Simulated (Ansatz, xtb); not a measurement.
## C6H12: which of two isomers lies lower

Structure I is `C[C@@H]1CC[C@H]1C`, a singlet and structure II is `CC1(C)CCC1`, a singlet. Both are isolated molecules in the gas phase, relaxed with PBE-D3(BJ)/def2-SVP.

I (Å):

```csv
atom,x (Å),y (Å),z (Å)
C,-2.7198,-0.5498,1.6774
C,-1.3957,-0.6557,0.9387
C,-1.3799,-0.8304,-0.6043
C,-0.1643,-1.7776,-0.4439
C,-0.5596,-1.9666,1.0459
C,0.5201,-2.0810,2.1096
H,-3.3912,-1.3936,1.4115
H,-3.2519,0.3927,1.4307
H,-2.5736,-0.5707,2.7779
H,-0.7394,0.2008,1.2136
H,-2.2815,-1.3793,-0.9493
H,-1.2620,0.0761,-1.2316
H,0.7960,-1.2268,-0.5313
H,-0.1097,-2.6782,-1.0883
H,-1.2644,-2.8248,1.1283
H,1.2370,-1.2356,2.0398
H,0.0861,-2.0700,3.1315
H,1.0998,-3.0218,2.0047
```

II (Å):

```xyz
18

C    -1.6876    1.0440   -0.5112
C    -0.5767    0.5351    0.4027
C     0.7358    1.2766    0.1326
C    -0.9053    0.4753    1.9315
C    -0.2769   -0.9399    1.9941
C    -0.3683   -1.0151    0.4489
H    -2.6421    0.5111   -0.3212
H    -1.8685    2.1289   -0.3560
H    -1.4250    0.8979   -1.5805
H     0.6189    2.3668    0.3076
H     1.5532    0.9165    0.7907
H     1.0630    1.1340   -0.9187
H    -0.4639    1.2679    2.5706
H    -1.9998    0.4534    2.1105
H    -0.8225   -1.7117    2.5723
H     0.7710   -0.9213    2.3549
H     0.5046   -1.4204   -0.1036
H    -1.2757   -1.5565    0.1111
```

Which of the two would you expect CCSD(T)/def2-SVP + ΔMP2/def2-TZVPP electronic energies to favour?

Too close to call at this level: CCSD(T)/def2-SVP + ΔMP2/def2-TZVPP gives E(II) − E(I) = −0.014 eV.

Level by level:

| level | geometry | E(II) − E(I) (eV) | departure from the last row (eV) | job, with rough time for the two |
| --- | --- | --- | --- | --- |
| GFN2-xTB | GFN2-xTB | −0.023 | −0.010 | optimisation, 0.17 s |
| HF/STO-3G | GFN2-xTB | +0.041 | +0.054 | single point, 0.51 s |
| r2SCAN-D4/def2-SVP | GFN2-xTB | +0.011 | +0.025 | single point, 7.5 s |
| PBE-D3(BJ)/def2-SVP | PBE-D3(BJ)/def2-SVP | +0.041 | +0.054 | optimisation, 41 s |
| HF/def2-SVP | PBE-D3(BJ)/def2-SVP | +0.061 | +0.075 | part of the CCSD(T) run |
| MP2/def2-SVP | PBE-D3(BJ)/def2-SVP | +0.001 | +0.015 | part of the CCSD(T) run |
| CCSD(T)/def2-SVP | PBE-D3(BJ)/def2-SVP | +0.007 | +0.021 | single point |
| CCSD(T)/def2-SVP + ΔMP2/def2-TZVPP | PBE-D3(BJ)/def2-SVP | −0.014 |  | single point, 2.2 min |

As drawn, both hold the same kinds of bond in the same numbers.

The largest departure from CCSD(T)/def2-SVP + ΔMP2/def2-TZVPP is that of HF/def2-SVP, 0.075 eV. The last row adds to CCSD(T) the change of the MP2 difference between the two basis sets, here −0.021 eV.

With thermal terms from frequencies at re-optimised GFN2-xTB minima (ideal gas, soft modes damped towards free rotors, one conformer each, 298.15 K, 1 atm): on the last row, ΔE + ΔZPE = −0.018, ΔH = −0.019, ΔG = −0.030 eV.

The correlated steps freeze 6 core orbitals. Mirror images aren't counted in ΔG. Codes used: Ansatz 0.2.0, xtb 6.7.1; the last row on 2 threads of Arm Neoverse V2 on a shared host.
